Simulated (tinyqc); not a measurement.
Extended Hueckel theory, for LiF+, step by step. The parameters take no account of the charge, which enters only through the electron count. Computed by tinyqc, a small Python program that keeps every step (integrals from PySCF). Settings: charge = 1, K = 1.75, multiplicity = 2. Command: `OMP_NUM_THREADS=1 python tinyqc.py 29442 29443 out.jsonl` (the two numbers bound the seeds that draw the settings). One thread of a shared host (Intel(R) Xeon(R) Processor @ 2.60GHz), about 0.01 s of CPU time with the checks.

## Overlaps

Geometry (angstrom):

| atom | x | y | z |
|---|---|---|---|
| Li | 0.000000 | 0.000000 | 0.000000 |
| F | 0.000000 | 0.000000 | 1.843000 |

Parameters chosen for this run:

| element | shell | Slater exponent | H_ii (eV) |
|---|---|---|---|
| F | 2s | 2.425000 | -40.000000 |
| F | 2p | 2.425000 | -18.100000 |
| Li | 2s | 0.650000 | -5.400000 |
| Li | 2p | 0.650000 | -3.500000 |

Slater orbitals, each expanded in six Gaussians scaled to its exponent.

overlap S:
```
            1Li 2s   1Li 2px   1Li 2py    1Li 2pz     2F 2s    2F 2px    2F 2py     2F 2pz
1Li 2s    1.000000  0.000000  0.000000   0.000000  0.237484  0.000000  0.000000  -0.071401
1Li 2px   0.000000  1.000000  0.000000   0.000000  0.000000  0.103461  0.000000   0.000000
1Li 2py   0.000000  0.000000  1.000000   0.000000  0.000000  0.000000  0.103461   0.000000
1Li 2pz   0.000000  0.000000  0.000000   1.000000  0.370350  0.000000  0.000000  -0.094145
2F 2s     0.237484  0.000000  0.000000   0.370350  1.000000  0.000000  0.000000   0.000000
2F 2px    0.000000  0.103461  0.000000   0.000000  0.000000  1.000000  0.000000   0.000000
2F 2py    0.000000  0.000000  0.103461   0.000000  0.000000  0.000000  1.000000   0.000000
2F 2pz   -0.071401  0.000000  0.000000  -0.094145  0.000000  0.000000  0.000000   1.000000
```

## Wolfsberg-Helmholz matrix

diagonal H_ii (eV): 1Li 2s -5.400000, 1Li 2px -3.500000, 1Li 2py -3.500000, 1Li 2pz -3.500000, 2F 2s -40.000000, 2F 2px -18.100000, 2F 2py -18.100000, 2F 2pz -18.100000

K = 1.750000

H_ij = K' S_ij (H_ii + H_jj)/2 for i != j (the diagonal keeps H_ii), with K' = 1.75.

H (eV):
```
            1Li 2s    1Li 2px    1Li 2py     1Li 2pz       2F 2s      2F 2px      2F 2py      2F 2pz
1Li 2s   -5.400000   0.000000   0.000000    0.000000   -9.434042    0.000000    0.000000    1.468188
1Li 2px   0.000000  -3.500000   0.000000    0.000000    0.000000   -1.955416    0.000000    0.000000
1Li 2py   0.000000   0.000000  -3.500000    0.000000    0.000000    0.000000   -1.955416    0.000000
1Li 2pz   0.000000   0.000000   0.000000   -3.500000  -14.096444    0.000000    0.000000    1.779350
2F 2s    -9.434042   0.000000   0.000000  -14.096444  -40.000000    0.000000    0.000000    0.000000
2F 2px    0.000000  -1.955416   0.000000    0.000000    0.000000  -18.100000    0.000000    0.000000
2F 2py    0.000000   0.000000  -1.955416    0.000000    0.000000    0.000000  -18.100000    0.000000
2F 2pz    1.468188   0.000000   0.000000    1.779350    0.000000    0.000000    0.000000  -18.100000
```

## Orbitals

valence electrons = 7

Solve H C = S C e through S^(-1/2); fill by pairs from the bottom, a degenerate level sharing its electrons equally; each orbital has its largest coefficient positive (the first on a tie).

orbital energies (eV): -40.014531  -18.102386  -18.100469  -18.100469  -4.904942  -3.324247  -3.324247  4.385023

occupations: 2.000000  2.000000  1.500000  1.500000  0.000000  0.000000  0.000000  0.000000

coefficients:
```
               MO1        MO2       MO3        MO4        MO5        MO6        MO7        MO8
1Li 2s   -0.002080  -0.012223  0.000000   0.000000   0.889860   0.000000   0.000000   0.534390
1Li 2px   0.000000   0.000000  0.005548  -0.001133   0.000000   0.989926  -0.175597   0.000000
1Li 2py   0.000000   0.000000  0.001133   0.005548   0.000000   0.175597   0.989926   0.000000
1Li 2pz  -0.020058  -0.003147  0.000000   0.000000  -0.458417   0.000000   0.000000   0.986750
2F 2s     1.007753   0.003929  0.000000   0.000000  -0.049269   0.000000   0.000000  -0.475613
2F 2px    0.000000   0.000000  0.979178  -0.200020   0.000000  -0.107964   0.019151   0.000000
2F 2py    0.000000   0.000000  0.200020   0.979178   0.000000  -0.019151  -0.107964   0.000000
2F 2pz   -0.001951   0.998760  0.000000   0.000000   0.029620   0.000000   0.000000   0.138538
```

sum of one-electron energies = -170.535241 eV

Within a degenerate level the vectors are fixed only up to a rotation; this is one choice.

## Mulliken analysis

P = C n C^T; charge = valence electrons (F 7, Li 1) minus the sum of (P S)_ii on the atom; overlap population = 2 sum P_ij S_ij between two atoms.

charges: 1Li 1.010688, 2F -0.010688

Overlap populations:

| pair | value |
|---|---|
| 2-1 | -0.023833 |
